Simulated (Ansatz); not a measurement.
# fcc Pb

Calculation: LDA (Ansatz, an electronic-structure program, plane waves, PAW).

Run with plane-wave cutoff 500 eV, 12×16×1 k mesh (along the axes of the cell as run), Fermi–Dirac smearing 0.1 eV, scalar-relativistic PAW data made under PBE.

Cell: relaxed at this level.

| Item | Value |
|---|---|
| surface energy of the (110) face | 0.50 J/m² |
| work function of the (110) face | 3.97 eV |

The slab of 8 atoms is relaxed and unreconstructed.

Spin–orbit coupling is not included; it can shift volumes and moduli of such heavy elements.

The computed numbers hold no vibrational or temperature effects.

Computing time: about 16 core-minutes (a rough figure).
